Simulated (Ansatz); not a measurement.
H₄SSi₂, SMILES `[SiH2]1[SiH2]S1` at its PBE0-D4/def2-TZVP geometry, where that method's forces vanish. Total charge 0; spin multiplicity 1.

```xyz
7

Si    0.6012   -0.5682   -0.7669
Si   -0.7492    0.6034    0.5889
S     1.0869   -0.2586    1.3060
H     0.3185   -1.9729   -1.1441
H     1.5151    0.0866   -1.7320
H    -1.9845    0.0251    1.1680
H    -0.7880    2.0846    0.5801
```

(1) What forces (eV/Å) does PBE-D4/def2-TZVPP give on these atoms in the Gaussian-basis code of Ansatz? (An estimate is asked.)

Results:

(1) Ansatz gave: 
```
Si1 -0.034 -0.021 -0.143
Si2 -0.127  0.059 -0.050
S3   0.244 -0.058  0.293
H4  -0.034 -0.162 -0.047
H5   0.104  0.075 -0.115
H6  -0.145 -0.065  0.065
H7  -0.008  0.172 -0.003
```
